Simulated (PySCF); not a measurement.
## What builds the first ionisation energy along the third row

Calculated with PySCF 2.14 from differences of total energies of unrestricted determinants, without spin-orbit coupling. Each column adds one step, in eV (sums use unrounded values): valence MP2, valence CCSD, valence triples, then the next inner shell at CCSD(T) (Mg 2s 2p, Al 2s 2p, Si 2s 2p, P 2s 2p, S 2s 2p, Cl 2s 2p, Ar 2s 2p). References (NIST) marked * lie between the lowest fine-structure levels; the others compare directly ((s) semi-empirical, (t) theoretical).

```
                                                                                                          element     UHF  + MP2  + CCSD  + (T)  + inner shell     sum  reference
        Mg [Ne] 3s2 → [Ne] 3s1 (x2c-QZVPPall with one added diffuse shell each of s, p, d, f type, spin-free X2C)   6.615  0.643   0.276  0.000          0.083   7.618      7.646
    Al [Ne] 3s2 3p1 → [Ne] 3s2 (x2c-QZVPPall with one added diffuse shell each of s, p, d, f type, spin-free X2C)   5.600  0.244   0.081  0.035         -0.023   5.937      5.977
 P [Ne] 3s2 3p3 → [Ne] 3s2 3p2 (x2c-QZVPPall with one added diffuse shell each of s, p, d, f type, spin-free X2C)   9.893  0.615  -0.075  0.053         -0.004  10.482     10.526
 S [Ne] 3s2 3p4 → [Ne] 3s2 3p3 (x2c-QZVPPall with one added diffuse shell each of s, p, d, f type, spin-free X2C)   9.221  0.854   0.113  0.045          0.005  10.237     10.336
Cl [Ne] 3s2 3p5 → [Ne] 3s2 3p4 (x2c-QZVPPall with one added diffuse shell each of s, p, d, f type, spin-free X2C)  11.746  1.090  -0.029  0.056          0.005  12.868     12.974
        Ar [Ar] → [Ne] 3s2 3p5 (x2c-QZVPPall with one added diffuse shell each of s, p, d, f type, spin-free X2C)  14.529  1.281  -0.171  0.062          0.005  15.705     15.819
```

Estimate the missing row, Si [Ne] 3s2 3p2 → [Ne] 3s2 3p1 (x2c-QZVPPall with one added diffuse shell each of s, p, d, f type, spin-free X2C).

The calculation gives UHF 7.626; + MP2 0.437; + CCSD 0.017; + (T) 0.045; + inner shell -0.012; sum 8.114. The reference value is 8.157.

What remains against the references is mostly basis incompleteness.

These are valence bases, so the inner-shell step is incomplete.
